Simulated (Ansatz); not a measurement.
Coupled-cluster run, C2H4OS, SMILES `CC(=O)S`.

```yaml
crystal:
  periodic: [false, false, false]
  atoms:
    - {symbol: C, position_ang: [0.020866, 1.049381, -0.021075]}
    - {symbol: C, position_ang: [0.312859, -0.417741, -0.151988]}
    - {symbol: O, position_ang: [1.296277, -0.872869, -0.659659]}
    - {symbol: S, position_ang: [-0.985814, -1.444833, 0.533995]}
    - {symbol: H, position_ang: [0.870824, 1.618211, -0.393352]}
    - {symbol: H, position_ang: [-0.175497, 1.306260, 1.021995]}
    - {symbol: H, position_ang: [-0.873063, 1.299901, -0.597251]}
    - {symbol: H, position_ang: [-0.374154, -2.595509, 0.211636]}
basis:
  gaussian: {orbitals: def2-SVP}
correlation: {method: ccsd_t}
```

```sh
$ ansatz run in.yaml --threads 4 --pin off --events-out ev --progress --plain --max-ram 10444MiB
```

The program prints (abridged):

```
Functional definition: HF
786 factors; integrals over basis functions are off by at most 1.4e-3 eV
mean field evaluation 1: about -14968.6787 eV, gradient 3.8e1 eV
mean field evaluation 2: about -14968.7665 eV, gradient 3.8e1 eV
mean field evaluation 4: about -14972.0893 eV, gradient 4.1e0 eV
mean field evaluation 8: about -14972.1789 eV, gradient 1.9e-1 eV
mean field -14972.17919730 eV, -550.2174369931 hartree, gradient 1.7e-6 eV, S^2 0.000000; 0 other end points of the search recorded, 0 dependent functions left out
8 core orbitals not correlated: weight in the atoms' cores, before any rotation towards them, 1.000 or more for the frozen orbitals, at most 0.000 for the correlated occupied ones
reference -14972.17919730 eV, -550.2174369931 hartree; 12, 12 occupied and 60, 60 virtual orbitals, 786 factors
second order -15.98480171 eV of doubles, -0.00000000 eV of singles
cycle   1  -16.36702533 eV  change   -3.8e-1 eV  update   1.1e-1
cycle   2  -16.82898242 eV  change   -4.6e-1 eV  update   3.4e-2
cycle   3  -16.96494977 eV  change   -1.4e-1 eV  update   1.9e-2
cycle   4  -16.96096834 eV  change    4.0e-3 eV  update   4.7e-3
cycle   5  -16.95959280 eV  change    1.4e-3 eV  update   2.1e-3
cycle   6  -16.95996285 eV  change   -3.7e-4 eV  update   7.2e-4
cycle   7  -16.95943079 eV  change    5.3e-4 eV  update   2.9e-4
cycle   8  -16.95941786 eV  change    1.3e-5 eV  update   1.0e-4
cycle   9  -16.95944394 eV  change   -2.6e-5 eV  update   4.2e-5
cycle  10  -16.95942441 eV  change    2.0e-5 eV  update   1.4e-5
perturbative correction -0.56622318 eV, -0.0208083179 hartree
Total energy: -14989.70484488 eV, -550.8614926625 hartree
```

It took 1.4 s on 4 threads of an Intel Xeon Platinum 8259CL on a shared host, with 0.25 GiB of host memory at the peak.

MP2 recovers 91.2 % of the CCSD(T) correlation energy and the triples give 3.2 %; T1 = 0.0150.
